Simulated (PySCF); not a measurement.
Structure problem from calculated spectra and properties.

Elements present: C, H and S. Monoisotopic mass: 98.0190 u.

- Triplet: lowest triplet excitation (Tamm–Dancoff): 2.05 eV [TDA PBE0/def2-SVPD]
- Polarisability: 87.8 au [PBE0/def2-SVPD]
- UV, first state: lowest singlet excitation: 2.42 eV (512 nm, f = 0.000) [TDDFT PBE0/def2-SVPD]
- Dipole: 1.54 D [PBE0/def2-SVPD]
- UV, strongest line: among the 6 lowest singlet transitions: S3 at 5.31 eV (234 nm, f = 0.148) [TDDFT PBE0/def2-SVPD]
- 13C NMR: chemical shifts (computed TMS as zero) by class: 273.4 (1 C), 146.6 (1 C), 121.1 (1 C), 69.5 (1 C), 35.3 (1 C) ppm [GIAO PBE0/pcSseg-1]
- Rotational structure: rotational constants A, B, C: 14.196, 1.023, 1.004 GHz [GFN2-xTB]

Electronic properties: PySCF, gas phase, density fitting. Levels stand in brackets. Geometry: GFN2-xTB, one conformer, isolated molecule. Each NMR value is the plain mean over a class of atoms that symmetry, rotation or inversion makes alike.

Q: Which formula fits the mass and the elements?

A: C5H6S (calculated 98.0190). No other formula that holds each of these elements comes within 0.0003 u with a fitting electron parity and a possible valence count.

Q: What is the compound? Reason from the data.

A: Numbering: `[CH2:1]=[CH:2][CH2:3][CH:4]=[C:5]=[S:6]`. Its formula, C5H6S, gives 3 degrees of unsaturation: 0 rings and 3 π bonds in the structure found. 5 carbons fall into 5 classes; from least to most shielded: central carbon of cumulated double bonds [C5] (273.4 ppm), alkene CH carbon [C2] (146.6 ppm), terminal =CH2 carbon [C1] (121.1 ppm), outer carbon of cumulated double bonds [C4] (69.5 ppm), allylic carbon [C3] (35.3 ppm). S1 is mainly HOMO→LUMO (weight 0.99); the largest Löwdin shares of the orbital it empties are 0.43 on the sulfur bonded to C, 0.25 on the outer carbon of cumulated double bonds and 0.20 on the central carbon of cumulated double bonds, of the orbital it fills 0.40 on the sulfur bonded to C, 0.39 on the central carbon of cumulated double bonds, 0.09 on the outer carbon of cumulated double bonds and 0.04 on the allylic carbon. The optimised geometry has point group C1 and is an asymmetric top. Structure: `C=CCC=C=S`. Computed isomers that give other values at the same levels: `Cc1cccs1` (13C chemical shifts (computed TMS as zero) by class: 151.1 (1 C), 132.9 (1 C), 130.5 (1 C), 129.3 (1 C), 18.4 (1 C) ppm); `CC#CC(C)=S` (13C chemical shifts (computed TMS as zero) by class: 242.7 (1 C), 117.7 (1 C), 93.8 (1 C), 45.5 (1 C), 7.0 (1 C) ppm). The assignments are read from this structure; whether some other isomer fits the data as well wasn't checked.

Shape of the structure used: `[CH2:1]=[CH:2][CH2:3][CH:4]=[C:5]=[S:6]`: C1–C2–C3–C4 -114°, C2–C3–C4–C5 -109°.
